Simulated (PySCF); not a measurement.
Gas-phase reaction: 2 BH3 + 3 C4H6 (butadiene) → 2 B(CH3)3 + 3 C2H2 (acetylene)

Method: PySCF energies plus ideal-gas RRHO corrections (1 bar). † marks an energy on the PBE0/def2-TZVP geometry and frequencies; other levels use their own. MP2 freezes the core. 6-31G* has spherical d functions here. All species are closed-shell singlets. B3LYP is the form with VWN-RPA correlation. Methyl groups turn as free rotors in B(CH3)3. MP2 isn't extrapolated to the basis-set limit; its ΔH°(298 K) is -92.0 kJ in def2-SVP and -106.6 kJ in def2-TZVPP. The harmonic model lacks anharmonicity and excited electronic states, which grow with temperature; levels with a mode under 35 cm⁻¹ are left out. Internal rotation in C4H6 (butadiene) is treated as a harmonic vibration of one conformer, which makes the entropy rough.

| level | ΔE electronic, kJ | ΔH°(298 K), kJ | ΔS°(298 K), J/K | ΔG°(1400 K), kJ |
|---|---|---|---|---|
| B3LYP/6-31G* | 17 | 12 | 34 | -43 |
| B3LYP/def2-TZVP† | -34 | -39 | 29 | -88 |
| HF/6-31G* | 3 | -1 | 24 | -39 |
| MP2/def2-SVP† | -87 | -92 | 29 | -141 |
| MP2/def2-TZVPP† | -102 | -107 | 29 | -155 |
| PBE0/def2-QZVP† | -54 | -59 | 29 | -107 |
| ωB97X-V/def2-TZVP† | -66 | -70 | 29 | -119 |
ΔH° is lowest at MP2/def2-TZVPP† and highest at B3LYP/6-31G*. No reference value is set beside these.
